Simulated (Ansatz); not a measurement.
# H3S⁺, singlet: from triple and quadruple zeta to the limit

| atom | x (Å) | y (Å) | z (Å) |
| --- | --- | --- | --- |
| S | 0.0000 | -0.0391 | 0.0000 |
| H | 0.0000 | 1.3184 | 0.0000 |
| H | 0.0000 | -0.0372 | 1.5201 |
| H | 0.0000 | -0.0372 | -1.5201 |

Ansatz 0.2.0, RHF determinant, valence electrons correlated. Energies in eV.

| set | X | functions | Hartree–Fock | MP2 correlation | CCSD(T) correlation | time |
| --- | --- | --- | --- | --- | --- | --- |
| def2-TZVPP | 3 | 84 | -10853.3359 | -5.4914 | -6.4668 | 1.1 s on 1 thread of Arm Neoverse V1, with other jobs on the host |
| def2-QZVPP | 4 | 160 | -10853.6518 | -5.9177 | -6.8610 | 9 s on 1 thread of Arm Neoverse V1, on a shared host |

Hartree–Fock is taken to follow E(X) = E∞ + A·exp(−7.88·√X), correlation E(X) = E∞ + B·X^−2.97.

Cautions: restricted determinant unstable towards unrestricted.

Work out the CCSD(T) energy at the limit, and how far the shortcut misses it that extrapolates MP2 and adds CCSD(T) minus MP2 from the smaller set.

Hartree–Fock: E∞ = E4 + 0.1377·(E4 − E3) = -10853.6953. Correlation: E∞ = E4 + 0.7407·(E4 − E3) = -7.1529 for CCSD(T) and -6.2334 for MP2. The limit is -10860.8482 eV, 0.335 eV below def2-QZVPP. The shortcut gives a correlation energy of -6.2334 + (-0.9754) = -7.2088, 56 meV lower than the direct value.

Past Ne part of the Hartree–Fock step between the two sets comes from the cores, which don't follow the formula, so the 44 meV that it adds to the total can overshoot; that part largely cancels in differences.
